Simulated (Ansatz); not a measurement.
**CH₃O radical: functionals against CCSD(T) at one geometry**

A test off equilibrium: a structure displaced at random from a GFN2-xTB minimum is computed at several levels, and each is set against CCSD(T).

Computed with Ansatz 0.2.0, Gaussian basis. Level: single points in def2-TZVPP.

Cores are frozen in the correlated methods. Orbitals are unrestricted.

## (1) Where the work starts

SMILES `[CH2]O`, 5 atoms, charge 0, spin multiplicity 2.

Atoms are counted from 1 here; the program's logs count them from 0.

Bond lengths: C1–O2 1.427 Å, C1–H3 0.972 Å, C1–H4 1.232 Å, O2–H5 0.937 Å. Angles: O2–C1–H3 120.9°, O2–C1–H4 104.5°, H3–C1–H4 132.3°, C1–O2–H5 129.0°.

Coordinates:

| atom | x (Å) | y (Å) | z (Å) |
| --- | --- | --- | --- |
| C1 | -0.45920 | -0.24090 | -0.03930 |
| O2 | 0.34170 | 0.91420 | 0.20740 |
| H3 | -1.40590 | -0.15790 | -0.24230 |
| H4 | 0.35550 | -1.14470 | -0.23510 |
| H5 | 1.26700 | 0.97120 | 0.34470 |

## (2) CCSD(T)/def2-TZVPP

Contents of run/in.yaml:

```yaml
crystal:
  periodic: [false, false, false]
  atoms:
    - {symbol: C, position_ang: [-0.459200, -0.240900, -0.039300]}
    - {symbol: O, position_ang: [0.341700, 0.914200, 0.207400]}
    - {symbol: H, position_ang: [-1.405900, -0.157900, -0.242300]}
    - {symbol: H, position_ang: [0.355500, -1.144700, -0.235100]}
    - {symbol: H, position_ang: [1.267000, 0.971200, 0.344700]}
basis:
  gaussian: {orbitals: def2-TZVPP}
magnetization: {spin_polarized: true, initial_magnetization: 1}
correlation: {method: ccsd_t}
scf: {omitted_lower_state_checks: [cluster_reference]}
output: {forces: true}
```

No record of the launch command was kept for these runs.

## (3) PBE0-D4/def2-TZVPP

Changes to run/in.yaml since step 2:

```diff
@@ -11,4 +11,3 @@
 magnetization: {spin_polarized: true, initial_magnetization: 1}
-correlation: {method: ccsd_t}
-scf: {omitted_lower_state_checks: [cluster_reference]}
-output: {forces: true}
+hamiltonian: {xc: pbe0, dispersion: d4}
+output: {forces: true, orbitals: {seedname: orbitals}}
```

## (4) wB97M-V/def2-TZVPP

Changes to run/in.yaml since step 3:

```diff
@@ -11,3 +11,3 @@
 magnetization: {spin_polarized: true, initial_magnetization: 1}
-hamiltonian: {xc: pbe0, dispersion: d4}
-output: {forces: true, orbitals: {seedname: orbitals}}
+hamiltonian: {xc: {name: wB97M-V}}
+output: {forces: true}
```

## (5) r2SCAN-D4/def2-TZVPP

Changes to run/in.yaml since step 4:

```diff
@@ -11,3 +11,3 @@
 magnetization: {spin_polarized: true, initial_magnetization: 1}
-hamiltonian: {xc: {name: wB97M-V}}
+hamiltonian: {xc: r2scan, dispersion: d4}
 output: {forces: true}
```

## (6) PBE-D4/def2-TZVPP

Changes to run/in.yaml since step 5:

```diff
@@ -11,3 +11,3 @@
 magnetization: {spin_polarized: true, initial_magnetization: 1}
-hamiltonian: {xc: r2scan, dispersion: d4}
+hamiltonian: {xc: pbe, dispersion: d4}
 output: {forces: true}
```

## (7) LC-wPBE/def2-TZVPP

Changes to run/in.yaml since step 6:

```diff
@@ -11,3 +11,3 @@
 magnetization: {spin_polarized: true, initial_magnetization: 1}
-hamiltonian: {xc: pbe, dispersion: d4}
+hamiltonian: {xc: {name: LC-wPBE}}
 output: {forces: true}
```

## (8) SPW92/def2-TZVPP

Changes to run/in.yaml since step 7:

```diff
@@ -11,3 +11,3 @@
 magnetization: {spin_polarized: true, initial_magnetization: 1}
-hamiltonian: {xc: {name: LC-wPBE}}
+hamiltonian: {xc: lda}
 output: {forces: true}
```

(Steps that only read results are left out.)

Q: Predict the outcome of this session. Wanted: energy less free atoms, CCSD(T)/def2-TZVPP; RMS force component; RMS force error; HOMO and LUMO, PBE0-D4; T1 diagnostic.

The runs gave:

| quantity | value |
| --- | --- |
| energy less free atoms, CCSD(T)/def2-TZVPP | -372.2 kcal/mol |
| RMS force component | 3.602 to 3.748 eV/Å over the methods |
| RMS force error | PBE0-D4 0.182, wB97M-V 0.128, r2SCAN-D4 0.060, PBE-D4 0.199, LC-wPBE 0.230, SPW92 0.443 eV/Å |
| HOMO and LUMO, PBE0-D4 | -5.46 and -0.68 eV |
| T1 diagnostic | 0.018 |

In words: Against CCSD(T) the functionals' energies less atoms differ by -78.8 to -12.5 kcal/mol, PBE-D4 by -24.6 kcal/mol. CCSD(T) in triple zeta still lacks some correlation energy of the bonds, so part of these gaps is its own basis error and they don't rank the functionals. For forces r2SCAN-D4 does best and SPW92 worst. Frozen-core CCSD(T) forces in triple zeta carry basis errors of their own, and this is one geometry, so small gaps rank nothing.
